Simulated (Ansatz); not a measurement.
`[SiH3][AlH][SH]` + HCl → `[SiH3][AlH][Cl]` + H₂S at 400 K and 1 bar (ligand exchange at the Al–S bond).

Isolated molecules relaxed with PBE0-D4/def2-TZVP in Ansatz; ΔE leaves out vibrations. CBS: MP2 limit from def2 TZ/QZ plus the TZ coupled-cluster correction, frozen cores. This one scheme is used for every species. Each species was taken in one conformer, which may not be the lowest.

```
          species  CCSD(T)/CBS energy (Eh)  H − E (kJ/mol)  S (J/(mol·K))
`[SiH3][AlH][SH]`               -931.90162           137.9          373.0
              HCl               -460.38127            29.6          195.4
`[SiH3][AlH][Cl]`               -993.32756           113.7          366.3
              H₂S               -398.97279            53.4          215.9
```

H − E and S are ideal-gas, rigid-rotor, harmonic terms from PBE0-D4/def2-TZVP, for one conformer and one mirror image of each species. 1 Eh = 2625.50 kJ/mol, R = 8.31446 J/(mol·K).

Question: By hand: ΔE, ΔH, ΔS and ΔG.

Answer: ΔE = (-993.32756) + (-398.97279) − (-931.90162) − (-460.38127) = -0.01746 Eh = -45.8 kJ/mol. Δ(H − E) = 113.7 + 53.4 − 137.9 − 29.6 = -0.4, so ΔH = -46.2 kJ/mol. ΔS = 366.3 + 215.9 − 373.0 − 195.4 = 13.8 J/(mol·K). ΔG = -46.2 − 400 × (13.8)/1000 = -51.7 kJ/mol.

Question: By hand: the equilibrium constant, and the temperature at which ΔG would vanish if ΔH and ΔS stayed fixed.

Answer: log₁₀ K = −ΔG/(RT ln 10) = 6.8. ΔH and −TΔS have one sign here, so there is no such temperature.

The number of gas molecules stays the same, so ΔS is small and ΔH decides. A doubt of 5 kJ/mol in ΔE shifts log₁₀ K by 0.7 here. Other conformers and mirror images would add mixing entropy, several J/(mol·K) or more a flexible species. Modes under 60 cm⁻¹, often nearly free rotors, make the harmonic entropy too high. These are equilibria of isolated gas molecules and say nothing of rates. Largest T1 diagnostic: 0.013 (customary marks: 0.02 for closed shells, 0.045 for open ones).
